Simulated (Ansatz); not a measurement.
For 2H MoSe2, PBE-D3(BJ) (Ansatz, a quantum-chemistry and plane-wave program, plane waves, PAW) gives:

| Item | Result |
|---|---|
| lattice parameter a | 3.277 Å |
| c axis length | 12.731 Å |

What does PBE0 (plane waves, PAW; Ansatz) give for the same quantities?


- lattice constant a: 3.281 Å (increases by 0.1 %)
- lattice parameter c: 14.605 Å (increases by 15 %)

For comparison: lattice constant a 3.289 Å (measured, 300 K, not corrected to a static lattice; as tabulated in arXiv:1605.07067); lattice parameter c 12.927 Å (measured, 300 K, no zero-point or thermal correction; as tabulated in arXiv:1605.07067).

Changes are worked out from the printed values.

Unless a cell is named, each level is at its own relaxed cell (PBE-D3(BJ) 19.73, PBE0 22.69 Å³/atom).

Caveats: the cell comes from a level without a dispersion term, which matters for the spacing of layers, chains or molecules (PBE0). Ansatz's density-functional and Hartree–Fock values are scalar-relativistic unless marked +SOC, with PAW data made under PBE.
